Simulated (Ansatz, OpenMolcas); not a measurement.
## Worked example: the enthalpy of formation of Cl2 (chlorine)

The species is Cl2 (2 atoms), meant as a singlet with charge 0. As SMILES, `ClCl`. The coordinates come from a PBE0-D4/def2-TZVP relaxation.

```csv
atom,x (Å),y (Å),z (Å)
Cl,0.8457,-0.2816,0.4336
Cl,-0.8457,0.2816,-0.4336
```

Total energies at SVWN5/aug-cc-pVTZ (OpenMolcas 26.06); the atoms run unrestricted:

| species | state | energy (Eh) |
| --- | --- | --- |
| Cl2 | singlet | -917.446388 |
| Cl | doublet | -458.658368 |

Harmonic wavenumbers at PBE0-D4/def2-TZVP, in cm⁻¹: 575.

Measured heats of formation of the gaseous atoms at 298.15 K, in kJ/mol: Cl 121.3. Spin-orbit lowering of the atoms at 298 K (mean of the ground term's levels less their thermal mean, from spectra), in kJ/mol: Cl 3.44. Take 1 Eh = 2625.50 kJ/mol, 1 cm⁻¹ = 0.0119627 kJ/mol, RT = 2.479 kJ/mol.

Task: Work out the heat of formation of the gas at 298 K.

Result: 
1. Electronic atomisation energy: 2 × (-458.658368) − (-917.446388) = 0.129652 Eh = 340.4 kJ/mol.
2. Zero-point energy: half the sum of the wavenumbers, 287.5 cm⁻¹ = 3.4 kJ/mol.
3. Thermal vibrational enthalpy, Σ hcν̃/(exp(hcν̃/kT) − 1): 0.5 kJ/mol. Translation, rotation and pV of a linear molecule: 3.5 RT = 8.7 kJ/mol.
4. The 2 free atoms carry 5/2 RT each: 12.4 kJ/mol.
5. Spin-orbit coupling lowers the free atoms by 2 × 3.44 = 6.9 kJ/mol.
6. Atomisation enthalpy at 298 K: 340.4 − 6.9 − 3.4 − 0.5 − 8.7 + 12.4 = 333.3 kJ/mol.
7. Sum of the atoms' heats of formation: 242.6 kJ/mol. Heat of formation: 242.6 − 333.3 = -90.7 kJ/mol.

The tabulated value is 0.0 kJ/mol (Active Thermochemical Tables), so this level is off by -90.7 kJ/mol, or 37.4 % of the atomisation enthalpy. The LDA overbinds, which puts heats of formation too low. Anharmonicity and any spin-orbit splitting of the molecule are left out.
